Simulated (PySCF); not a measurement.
# BPH4 (SMILES BP) at 6 levels

Aim: a comparison of 6 runs (UPBE0/STO-3G, MP2/STO-3G, BCCD(T)/STO-3G, NEVPT2(2,2)/STO-3G, QCISD(T)/STO-3G, UCCSD(T)/STO-3G) of BPH4. Input form: a Python script.

Program for the calculation: PySCF 2.14.0.

2 further runs of the same task are left out: 2 set aside as unsound or not needed.

## 1. Starting point

The species is BPH4 (6 atoms), meant as a singlet with charge 0. As SMILES, `BP`. The B1–P2 distance was set to 2.762 Å, away from the relaxed value. At this shape a bond of the SMILES string is far longer than usual.

Bond lengths: B1–H3 1.169 Å, B1–H4 1.169 Å, P2–H5 1.378 Å, P2–H6 1.378 Å. Angles: H3–B1–H4 120.3°, H5–P2–H6 96.8°. A long bond or contact: B1–P2 2.762 Å.

## 2. The energy at UPBE0/STO-3G (run 1)

The input, start.xyz:

```xyz
6

B     -0.185383    -1.766341     0.048504
P      0.378740     0.928770     0.259630
H     -0.965503    -2.249571     0.772554
H      0.471187    -2.439251    -0.646306
H      0.599110     1.319050    -1.043720
H     -0.862270     1.512200     0.398210
```

The input, input.py:

```python
from pyscf import gto, dft

mol = gto.M(
    atom='start.xyz',
    verbose=3,
    basis='sto-3g',
    max_memory=1860,
)

calc0 = dft.UKS(mol, xc='pbe0')
calc0.grids.level = 5
calc0.conv_tol = 1e-10
calc0.kernel()
if not calc0.converged:
    calc0 = calc0.newton().run(calc0.mo_coeff, calc0.mo_occ)
for _ in range(3):
    mo, _, stable, _ = calc0.stability(return_status=True)
    if stable:
        break
    calc0.kernel(calc0.make_rdm1(mo, calc0.mo_occ))

etot = calc0.e_tot
print('E = %.10f Eh' % etot)
```

Started as:

```bash
$ OMP_NUM_THREADS=1 python input.py
```

Output:

```text
converged SCF energy = -364.087542720943  <S^2> = 5.8371086e-12  2S+1 = 1
<class 'pyscf.dft.uks.UKS'> wavefunction is stable in the internal stability analysis
E = -364.0875427209 Eh
```

Wall time 9 s (1 thread of AMD EPYC 7R13 (Zen 3), shared host); peak memory 0.38 GiB.

## 3. A single-point energy at MP2/STO-3G (run 2)

The input, run.py:

```python
from pyscf import gto, scf, mp

system = gto.M(
    atom='''
B   -0.185383  -1.766341   0.048504
P    0.378740   0.928770   0.259630
H   -0.965503  -2.249571   0.772554
H    0.471187  -2.439251  -0.646306
H    0.599110   1.319050  -1.043720
H   -0.862270   1.512200   0.398210
''',
    spin=0,
    verbose=3,
    max_memory=1860,
    basis='sto-3g',
)

calc0 = scf.RHF(system)
calc0.conv_tol = 1e-10
calc0.kernel()
if not calc0.converged:
    calc0 = calc0.newton().run(calc0.mo_coeff, calc0.mo_occ)

pt = mp.MP2(calc0, frozen=6).run()
energy = pt.e_tot
print('E(%s) = %.9f' % ('MP2', energy))
```

Started as:

```bash
$ OMP_NUM_THREADS=1 python run.py
```

Output:

```text
converged SCF energy = -363.422406382052
E(RMP2) = -363.515076312142  E_corr = -0.0926699300901795
E(SCS-RMP2) = -363.530207226428  E_corr = -0.107800844375629
E(MP2) = -363.515076312
```

Wall time 0.95 s (1 thread of AMD EPYC 7R13 (Zen 3), shared host); peak memory 0.11 GiB.

Runs 3 to 5 aren't shown in full; the table further down has their settings and results.

## 4. A single-point energy at UCCSD(T)/STO-3G (run 6)

The input, job.py:

```python
from pyscf import gto, scf, cc

mol = gto.M(
    atom='''
B       -0.185383      -1.766341       0.048504
P        0.378740       0.928770       0.259630
H       -0.965503      -2.249571       0.772554
H        0.471187      -2.439251      -0.646306
H        0.599110       1.319050      -1.043720
H       -0.862270       1.512200       0.398210
''',
    spin=0,
    max_memory=1860,
    verbose=3,
    basis='sto-3g',
)

mf = scf.UHF(mol)
mf.conv_tol = 1e-10
mf.kernel()
if not mf.converged:
    mf = mf.newton().run(mf.mo_coeff, mf.mo_occ)
for _ in range(3):
    mo, _, stable, _ = mf.stability(return_status=True)
    if stable:
        break
    mf.kernel(mf.make_rdm1(mo, mf.mo_occ))

mycc = cc.CCSD(mf, frozen=6)
mycc.kernel()
e_t = mycc.ccsd_t()
e_tot = mycc.e_tot + e_t
print(f'total energy: {e_tot:.8f} hartree')
```

Started as:

```bash
$ OMP_NUM_THREADS=1 python job.py
```

Output:

```text
converged SCF energy = -363.422406382047  <S^2> = 9.8582476e-11  2S+1 = 1
<class 'pyscf.scf.uhf.UHF'> wavefunction has an internal instability
converged SCF energy = -363.457106330993  <S^2> = 0.72663348  2S+1 = 1.9764954
<class 'pyscf.scf.uhf.UHF'> wavefunction is stable in the internal stability analysis
E(UCCSD) = -363.5632474848067  E_corr = -0.1061411538138378
UCCSD(T) correction = -0.00158653593105846
total energy: -363.56483402 hartree
```

Run time: 1.2 s. Hardware: 1 thread of AMD EPYC 7R13 (Zen 3), shared host; peak memory 0.12 GiB.

## 5. Overview of the runs

```
run               level  integration grid  follow instability  energy (Eh)  dipole moment (D) of the reference  HOMO energy (eV)  LUMO energy (eV)  wall time
  1        UPBE0/STO-3G                 5                 yes  -364.087543                                0.87             -3.41              1.18        9 s
  2          MP2/STO-3G                 –                   –  -363.515076                                0.93             -5.47              5.64     0.95 s
  3      BCCD(T)/STO-3G                 –                   –  -363.565361                                   –                 –                 –      1.2 s
  4  NEVPT2(2,2)/STO-3G                 –                   –  -363.541173                                0.93             -5.47              5.64     0.97 s
  5     QCISD(T)/STO-3G                 –                   –  -363.565600                                0.93             -5.47              5.64     0.95 s
  6     UCCSD(T)/STO-3G                 –                 yes  -363.564834                                0.67             -6.74              6.31      1.2 s
```

## 6. What came out

| quantity | value |
| --- | --- |
| run 6: total energy | -363.56483 Eh |
| run 6: dipole moment (Hartree–Fock density) | 0.67 D |
| run 6: HOMO energy (Hartree–Fock orbitals) | -6.74 eV |
| run 6: LUMO energy (Hartree–Fock orbitals) | 6.31 eV |
| run 6: HOMO–LUMO gap (Hartree–Fock orbitals) | 13.05 eV |
| run 6: correlation energy (6 core orbitals frozen) | -107.7 mEh |
| run 6: (T) correction | -1.59 mEh |
| run 6: ⟨S²⟩ of the reference determinant | 0.727 |
| run 6: T1 diagnostic | 0.085 |

In runs 1, 2, 3, 4, 5, 6 the basis is minimal, so the values are rough. Spin contamination of the reference: run 6 ⟨S²⟩ = 0.73. Where it is this large, the reference is a mixture of spin states, and values that rest on it are in doubt. All runs together took 14 s, the longest 9 s.
